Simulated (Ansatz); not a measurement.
Born–Oppenheimer molecular dynamics of BClH3N (6 atoms, charge 0, multiplicity 1). It starts from a relaxed structure.

Theory: RKS PBE0-D4/def2-SVP (Ansatz 0.2.0).

* ensemble: NVT, Langevin thermostat
* time step: 0.5 fs
* steps asked: 150
* set temperature: 200 K
* friction: 0.02 /fs
* seed: 708337

First frame:

```xyz
6
Properties=species:S:1:pos:R:3
B 0.052 -0.063 -0.060
H -0.024 -0.569 1.031
N 1.254 -0.010 -0.747
H 2.110 -0.391 -0.366
H 1.351 0.408 -1.664
Cl -1.409 0.625 -0.789
```

Q: How far do the bonds stretch over the last three quarters of this one trajectory? (Pairs bonded in most of those frames.)

A: 
```csv
bond,mean (Å),spread (Å),shortest,longest
B1–H2,1.204,0.016,1.18,1.25
B1–N3,1.386,0.017,1.35,1.41
B1–Cl6,1.767,0.020,1.73,1.80
N3–H4,1.014,0.013,0.99,1.04
N3–H5,1.013,0.014,0.98,1.05
```

Mean temperature of the second half: 201 K. A run of 0.075 ps of so small a system gives no equilibrium averages.

The run took 2.8 min on 1 thread of Arm Neoverse V2, with other jobs on the host, peak memory 0.11 GiB.
